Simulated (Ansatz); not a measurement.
Relaxation of C2H2S2 (6 atoms, charge 0, multiplicity 1), to a largest force component of 0.02 eV/Å in at most 50 steps.

Method: Ansatz 0.2.0, RKS PBE-D4/6-31G.

```xyz
6
Properties=species:S:1:pos:R:3
S -0.611 1.474 -0.440
C -0.056 0.052 -0.045
C 0.697 -0.587 0.753
S 0.035 -1.571 -0.407
H -1.425 1.124 -1.498
H 1.401 -0.557 1.592
```

Question: Where does it end, and by what steps?

Answer: The run converged. Limits of this set-up: no polarisation functions. After 11 steps the energy has fallen by 2.319 eV; H5 moved furthest, 0.38 Å. The start is strongly strained (largest force component 11 eV/Å).

```
step  energy less start (eV)  largest force component (eV/Å)  accepted
   0                  0.0000                          10.838       yes
   1                 -1.4417                           5.775       yes
   2                 -2.2110                           1.341       yes
   3                 -2.2487                           0.793       yes
   4                 -2.3089                           0.174       yes
   5                 -2.3134                           0.176       yes
   6                 -2.3166                           0.083       yes
   7                 -2.3178                           0.114       yes
   8                 -2.3173                           0.152        no
   9                 -2.3188                           0.034       yes
  10                 -2.3188                           0.054       yes
  11                 -2.3190                           0.010       yes
```

```xyz
6
Properties=species:S:1:pos:R:3
S -0.482 1.640 -0.751
C 0.040 0.096 -0.062
C 0.713 -0.557 0.836
S 0.176 -1.805 -0.576
H -1.699 1.170 -1.239
H 1.294 -0.608 1.746
```

Whether the end is a true minimum wasn't checked by a vibrational analysis.

Time of the run: 20 s on 1 thread of Intel(R) Xeon(R) Processor @ 2.70GHz, with other jobs on the host, peak memory 0.12 GiB.
